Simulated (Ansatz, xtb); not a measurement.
## CH2AlN: which of two structures lies lower

Structure I: `N#[C][AlH2]`, a singlet. Structure II: a singlet given by its coordinates. Both are isolated molecules in the gas phase, relaxed with BLYP-D3(BJ)/def2-SVP.

I (Å):

```xyz
5

C    -2.0837    2.0553    0.3209
Al   -0.4442    1.0457    0.6395
N    -3.0729    2.6619    0.1302
H     0.2262    0.3417   -0.6087
H     0.1009    1.0011    2.1241
```

II (Å):

| atom | x (Å) | y (Å) | z (Å) |
| --- | --- | --- | --- |
| C | 1.3212 | 1.9521 | -0.3023 |
| Al | 0.4415 | -0.9304 | -0.0503 |
| N | 0.9739 | 0.8142 | -0.2028 |
| H | 1.0804 | -1.9553 | -1.0686 |
| H | -0.6085 | -1.2516 | 1.0856 |

Close contacts (Å): C1–N3 1.19, Al2–N3 1.83, Al2–H4 1.58, Al2–H5 1.58.

Energies in hartree; the thermal terms are from BLYP-D3(BJ)/def2-SVP harmonic frequencies (ideal gas, rigid rotor, one conformer each, 298.15 K, 1 atm) and include the zero-point energy:

```
                                I           II
E, CCSD(T)/def2-TZVPP  −335.887027  −335.888653
    zero-point energy     0.020388     0.020267
         H(298 K) − E     0.025881     0.025786
         G(298 K) − E    −0.004826    −0.004936
```

Q: Work out ΔE, ΔE₀, ΔH and ΔG for I → II in kJ/mol (1 Eh = 2625.50 kJ/mol) and the equilibrium ratio [II]/[I].

A: 1. ΔE = −335.888653 − (−335.887027) = −0.001626 Eh = −4.27 kJ/mol.
2. ΔE₀ = ΔE + ΔZPE = −0.001626 + (−0.000121) Eh = −4.59 kJ/mol.
3. ΔH = ΔE + (−0.000095) Eh = −4.52 kJ/mol.
4. ΔG = ΔE + (−0.000110) Eh = −4.56 kJ/mol, so ΔS = (ΔH − ΔG)/T = +0.1 J/(mol K).
5. kT = 0.9442 mEh, so K = [II]/[I] = exp(−ΔG/kT) = exp(+1.84) ≈ 6.3.

Structure II is favoured at this temperature. An error of 4 kJ/mol in ΔG would change K by a factor of 5. MP2/def2-TZVPP gave ΔE the other sign. Mirror images and further conformers aren't counted.

Other levels gave ΔE = −27.5 (GFN2-xTB); −8.4 (HF/STO-3G, GFN2-xTB geometries); −7.3 (r2SCAN-D4/def2-SVP, GFN2-xTB geometries); −5.3 (BLYP-D3(BJ)/def2-SVP); −36.0 (HF/def2-TZVPP); +7.6 (MP2/def2-TZVPP) kJ/mol. The correlated steps freeze 7 core orbitals. Programs: Ansatz 0.2.0, xtb 6.7.1.
